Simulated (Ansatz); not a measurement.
Job for Ansatz (a quantum-chemistry and plane-wave program): R-CCSD(T)/aug-cc-pVDZ on CH2O2 (SMILES O=CO) with ghost functions.

Ansatz 0.2 input:
```yaml
crystal:
  periodic: [false, false, false]
  atoms:
    - {symbol: C, position_ang: [1.88889600, 0.17969200, 0.00000000]}
    - {symbol: O, position_ang: [1.49328000, -1.07368900, 0.00000000]}
    - {symbol: O, position_ang: [1.17043500, 1.16659000, 0.00000000]}
    - {symbol: H, position_ang: [2.97948800, 0.25882900, 0.00000000]}
    - {symbol: H, position_ang: [0.49883300, -1.10719500, 0.00000000]}
basis:
  gaussian:
    orbitals: aug-cc-pVDZ
    ghost_atoms:
      - {symbol: C, position_ang: [-1.88889600, -0.17969200, 0.00000000]}
      - {symbol: O, position_ang: [-1.49328000, 1.07368900, 0.00000000]}
      - {symbol: O, position_ang: [-1.17043500, -1.16659000, 0.00000000]}
      - {symbol: H, position_ang: [-2.97948800, -0.25882900, 0.00000000]}
      - {symbol: H, position_ang: [-0.49883300, 1.10719500, 0.00000000]}
magnetization: {spin_polarized: false}
correlation: {method: ccsd_t, electrons: outside_noble_gas}
scf: {lower_state_search: off}
```

The head of its log:

```
WARN ansatz: RAYON_NUM_THREADS=6 ignored (pool sized by the plan → 6); use --threads N
Functional definition: HF
these checks for a lower state are left out or cut short: stability, starts, cluster_reference, orbital_swaps, neighbouring_geometries, increment
integrals: 0.55 GiB planned
1395 factors; integrals over basis functions are off by at most 1.3e-3 eV
mean field: 0.47 GiB planned
mean field evaluation 1: about -5134.3417 eV, gradient 4.0e1 eV
mean field evaluation 2: about -5134.3433 eV, gradient 4.0e1 eV
mean field evaluation 4: about -5137.3204 eV, gradient 3.6e0 eV
mean field evaluation 8: about -5137.3666 eV, gradient 4.2e-1 eV
mean field -5137.36823161 eV, -188.7948002786 hartree, gradient 1.2e-6 eV, S^2 0.000000; 0 other end points of the search recorded, 0 dependent functions left out
3 core orbitals not correlated
reference -5137.36823161 eV, -188.7948002786 hartree; 9, 9 occupied and 162, 162 virtual orbitals, 1395 factors
```

Give the final energy of this run.

-189.3560 hartree (reference determinant -188.7948, T1 diagnostic 0.018).
